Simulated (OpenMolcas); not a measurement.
**One shape, several levels: doublet CH3Al+**

Wanted: a comparison of 6 runs (UHF/3-21G, UHF/cc-pVTZ, UPBE/cc-pVTZ, UPBE0/cc-pVTZ, USVWN5/cc-pVTZ, UTPSS/cc-pVTZ) of doublet CH3Al+. 

Program for the calculation: OpenMolcas 26.06.

**1. Starting point**

CH3Al+: 5 atoms, total charge +1, spin state doublet. SMILES of the parent species: `C[Al]`. The shape is that of a PBE0-D4/def2-TZVP optimisation. That shape belongs to the parent species and isn't relaxed for this state.

Bond lengths: C1–Al2 1.988 Å, C1–H3 1.098 Å, C1–H4 1.098 Å, C1–H5 1.098 Å. Angles: Al2–C1–H3 111.8°, Al2–C1–H4 111.8°, Al2–C1–H5 111.8°, H3–C1–H4 107.1°, H3–C1–H5 107.1°, H4–C1–H5 107.1°.

**2. A single-point energy at UHF/3-21G (run 1)**

The input, mol.inp:

```
* CH3Al Hartree-Fock
>>> EXPORT MOLCAS_PRINT=2

&GATEWAY
  BASLIB
  $CurrDir
  COORD
  5
  angstrom
  C       -0.131220      -0.057510       0.054000
  Al       1.572690       0.689240      -0.647230
  H       -0.230740      -1.127460      -0.171770
  H       -0.205100       0.049890       1.144270
  H       -1.005630       0.445840      -0.379270
  BASIS
  3-21G
  GROUP
  NoSym

&SEWARD

&SCF
  UHF
  CHARGE
  1
  SPIN
  2
  THRESHOLDS
  1e-10 1e-07 1e-07 1e-05
  PRORBITALS
  1 1
```

The basis set 3-21G is read from a file made from the Basis Set Exchange's data (not shown).

Launch:

```bash
$ export MOLCAS_MEM=1860
$ pymolcas mol.inp > mol.log
```

The program printed:

```text
--- Start Module: gateway ---
[...]
--- Stop Module: gateway /rc=_RC_ALL_IS_WELL_ ---
--- Start Module: seward ---
[...]
      Basis functions           28
--- Stop Module: seward /rc=_RC_ALL_IS_WELL_ ---
[...]
--- Start Module: scf ---
[...]
       Convergence after  17 Iterations
[...]
::    Total SCF energy                               -279.7190320611
[...]
      Total spin, S                                     0.5123230748
[...]
      Total electronic charge=   21.000000
      Total            charge=    1.000000
[...]
      Dipole Moment (debye):
      Origin of the operator (angstrom)=    0.9381    0.4111   -0.3861
                   X=  1.8305E+00               Y=  8.0223E-01               Z= -7.5332E-01           Total=  2.1358E+00
      Center of Charge (angstrom)
[...]
--- Stop Module: scf /rc=_RC_ALL_IS_WELL_ ---
[...]
```

It took 4.8 s on 1 thread of AMD EPYC (Zen 3), shared host; peak memory 0.37 GiB.

**3. A single-point energy at UHF/cc-pVTZ (run 2)**

The input, job.inp:

```
* CH3Al Hartree-Fock

&GATEWAY
  BasLib
  $CurrDir
  Coord
  5
  angstrom
  C       -0.131220      -0.057510       0.054000
  Al       1.572690       0.689240      -0.647230
  H       -0.230740      -1.127460      -0.171770
  H       -0.205100       0.049890       1.144270
  H       -1.005630       0.445840      -0.379270
  Basis
  cc-pVTZ
  Group
  NoSym

&SEWARD

&SCF
  UHF
  Charge
  1
  Spin
  2
  Thresholds
  1e-10 1e-07 1e-07 1e-05
  PrOrbitals
  1 2
```

The basis set cc-pVTZ is read from a file made from the Basis Set Exchange's data (not shown).

Launch:

```bash
$ export MOLCAS_MEM=1860
$ pymolcas job.inp > job.log
```

The program printed:

```text
--- Start Module: gateway ---
[...]
--- Stop Module: gateway /rc=_RC_ALL_IS_WELL_ ---
--- Start Module: seward ---
[...]
      Basis functions          106
--- Stop Module: seward /rc=_RC_ALL_IS_WELL_ ---
[...]
--- Start Module: scf ---
[...]
       Convergence after  19 Iterations
[...]
::    Total SCF energy                               -281.2759882296
[...]
      Total spin, S                                     0.5160660977
[...]
      Total electronic charge=   21.000000
      Total            charge=    1.000000
[...]
      Dipole Moment (debye):
      Origin of the operator (angstrom)=    0.9381    0.4111   -0.3861
                   X=  1.5872E+00               Y=  6.9562E-01               Z= -6.5321E-01           Total=  1.8520E+00
      Center of Charge (angstrom)
[...]
--- Stop Module: scf /rc=_RC_ALL_IS_WELL_ ---
[...]
```

Wall time 33 s (1 thread of AMD EPYC (Zen 3), shared host); peak memory 0.61 GiB.

Runs 3 to 5 aren't shown in full; the table further down has their settings and results.

**4. A single-point energy at UTPSS/cc-pVTZ (run 6)**

The input, calc.input:

```
>>> EXPORT MOLCAS_PRINT=2
&GATEWAY
BasLib=$CurrDir
Coord
5
angstrom
C       -0.131220      -0.057510       0.054000
Al       1.572690       0.689240      -0.647230
H       -0.230740      -1.127460      -0.171770
H       -0.205100       0.049890       1.144270
H       -1.005630       0.445840      -0.379270
Basis=cc-pVTZ
Group=NoSym
&SEWARD
GridInput
Grid=UltraFine
End of Grid
&SCF
UHF
Charge=1
Spin=2
KSDFT=2
1.0 MGGA_X_TPSS
1.0 MGGA_C_TPSS
Thresholds=1e-10 1e-07 1e-07 1e-05
PrOrbitals=1
```

The basis set cc-pVTZ is read from a file made from the Basis Set Exchange's data (not shown).

Launch:

```bash
$ export MOLCAS_MEM=1860
$ pymolcas calc.input > calc.log
```

The program printed:

```text
--- Start Module: gateway ---
[...]
--- Stop Module: gateway /rc=_RC_ALL_IS_WELL_ ---
--- Start Module: seward ---
[...]
      Basis functions          106
--- Stop Module: seward /rc=_RC_ALL_IS_WELL_ ---
[...]
--- Start Module: scf ---
[...]
       Convergence after  18 Iterations
[...]
::    Total KS-DFT energy                            -282.0735570595
[...]
      Total spin, S                                     0.5027361333
[...]
      Total electronic charge=   21.000000
      Total            charge=    1.000000
[...]
      Dipole Moment (debye):
      Origin of the operator (angstrom)=    0.9381    0.4111   -0.3861
                   X=  1.2699E+00               Y=  5.5654E-01               Z= -5.2261E-01           Total=  1.4817E+00
      Center of Charge (angstrom)
[...]
--- Stop Module: scf /rc=_RC_ALL_IS_WELL_ ---
[...]
```

It took 2.7 min on 1 thread of AMD EPYC (Zen 3), shared host; peak memory 0.61 GiB.

**5. Overview of the runs**

```csv
run,level,integration grid,energy (Eh),HOMO energy (eV),LUMO energy (eV),⟨S²⟩,wall time
1,UHF/3-21G,–,-279.719032,-15.94,-6.10,0.775,4.8 s
2,UHF/cc-pVTZ,–,-281.275988,-15.98,-6.07,0.782,33 s
3,UPBE/cc-pVTZ,UltraFine,-281.849059,-12.09,-10.65,0.754,1.8 min
4,UPBE0/cc-pVTZ,UltraFine,-281.879038,-13.20,-9.73,0.758,1.9 min
5,USVWN5/cc-pVTZ,UltraFine,-280.602341,-12.07,-10.93,0.752,66 s
6,UTPSS/cc-pVTZ,UltraFine,-282.073557,-12.27,-10.53,0.755,2.7 min
```

**6. Summary of results**

| quantity | value |
| --- | --- |
| run 6: total energy | -282.07356 Eh |
| run 6: HOMO energy (highest over α and β) | -12.27 eV |
| run 6: LUMO energy (lowest over α and β) | -10.53 eV |
| run 6: ⟨S²⟩ | 0.755 |

Totals of different functionals can't be ranked against each other. All runs together took 8.1 min, the longest 2.7 min.
